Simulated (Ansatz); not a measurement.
Saddle point of CH8AlN, closed shell (CH₅Al ([CH3][AlH2]) + NH₃ → AlNH₄ ([NH2][AlH2]) + CH₄; bonds formed: C2–H5; dative contacts that become bonds: Al1–N6; bonds broken: Al1–C2, H5–N6), PBE0-D4/def2-TZVP structure:

```xyz
11
angstrom
Al -0.9184 -0.5637 -0.2214
C 1.1359 -0.5353 0.4605
H -0.9499 -1.3417 -1.6053
H -1.8223 -0.9487 1.0261
H 0.4092 0.6142 0.0422
N -0.6435 1.3175 -0.4137
H 1.4192 -0.2115 1.4646
H 0.9547 -1.6198 0.5448
H 1.9943 -0.4405 -0.2084
H -0.5324 1.7476 -1.3213
H -1.0468 1.9819 0.2320
```

Energies are electronic, without zero-point energy. Barriers and step energies count from the start structure reached by relaxing down the imaginary mode; all methods use the PBE0-D4 structures, on which another method's saddle can fall below an end. Computed with Ansatz 0.2.0 (basis: def2-TZVPP, with def2-QZVPP for the basis limit); correlated methods freeze the cores. B3LYP uses VWN-RPA correlation. Extrapolation: Hartree–Fock as exp(−7.88 √X), correlation as X^−2.97.

```
      method  barrier (kJ/mol)  step energy (kJ/mol)
       SPW92              96.8                  20.6
      PBE-D4                 ?                   8.0
     BLYP-D4             124.7                  -5.0
   r2SCAN-D4                 ?                   9.2
      B97M-V             141.2                   6.8
     PBE0-D4             129.0                  13.0
    B3LYP-D4             135.0                   0.0
  r2SCAN0-D4                 ?                  12.3
    BHLYP-D4             152.1                   4.0
CAM-B3LYP-D4             138.6                   2.7
     wB97X-V             141.2                   7.8
     wB97M-V             139.9                   6.7
      B2PLYP             139.4                   0.4
    PBE-QIDH             139.0                  13.2
  RPA on PBE             144.1                   5.3
          HF             188.0                  -2.9
         MP2             137.9                   5.9
        CCSD             152.4                   6.4
     CCSD(T)             145.1                   7.5
```

(1) Fill in the withheld barriers. (Judge from chemistry; the value comes from the calculation.)

T1 diagnostic: at most 0.012.

Answers

(1) By the calculation: r2SCAN0-D4 133.4; r2SCAN-D4 123.0; PBE-D4 115.0 kJ/mol. Each is the energy of the saddle less that of the start structure, by the same method.

For comparison, the barrier by CCSD(T) at an estimated basis limit (MP2 extrapolated from triple and quadruple zeta, plus CCSD(T) − MP2 in triple zeta) is 141.2 kJ/mol.

The step is the kind of exchange with an N–H group that builds nitride films in atomic layer and chemical vapour deposition.

Labels in which every atom is bracketed show which atoms are joined, not bond orders.

For scale, one of the runs: CCSD(T)/def2-TZVPP, 216 basis functions, launched by `ansatz run in.yaml --threads 2 --pin off --events-out ev --progress --plain --max-ram 4352MiB`. Time: 23 s of wall clock on 2 CPU threads of an Intel Xeon 6975P-C; the host was shared. Peak host memory: 3.3 GiB.
